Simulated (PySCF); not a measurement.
System: C$_{5}$H$_{4}$N, charge -1, multiplicity 1. It need not be the lowest isomer of its formula. Whether it binds its extra electron was not tested at this geometry. SMILES: c1c[c-]cnc1
Geometry from a B3LYP-D3(BJ)/def2-TZVP (Ansatz) optimisation:
```xyz
10

N      0.0166    -0.0300     1.3916
C     -0.0154    -0.0702    -1.3786
C     -0.0032     1.1129     0.7013
C      0.0198    -1.1682     0.6644
C      0.0050    -1.3274    -0.7403
C     -0.0198     1.1441    -0.6870
H     -0.0288    -0.0157    -2.4724
H     -0.0059     2.0363     1.2807
H      0.0364    -2.0603     1.2984
H     -0.0357     2.1022    -1.2064
```
Charge -1, spin multiplicity 1.

Dispersion corrections to the total energy (kcal/mol) from the dftd3 and dftd4 libraries through PySCF: D3(BJ) without and D4 with the three-body term, each with the damping fitted for the functional named.

| functional | D3(BJ) | D4 |
|---|---|---|
| TPSSh | -6.55 | -8.14 |
| HSE06 | -3.59 | -5.08 |
| PBE | -5.74 | -6.63 |
| PBE0 | ? | -5.51 |
| B2PLYP | ? | -4.61 |
| BLYP | -12.28 | -15.07 |
| CAM-B3LYP | -4.31 | ? |

### Question
What belongs in the gaps?

### Answer

- PBE0, D3(BJ): -4.89
- B2PLYP, D3(BJ): -4.55
- CAM-B3LYP, D4: -5.49
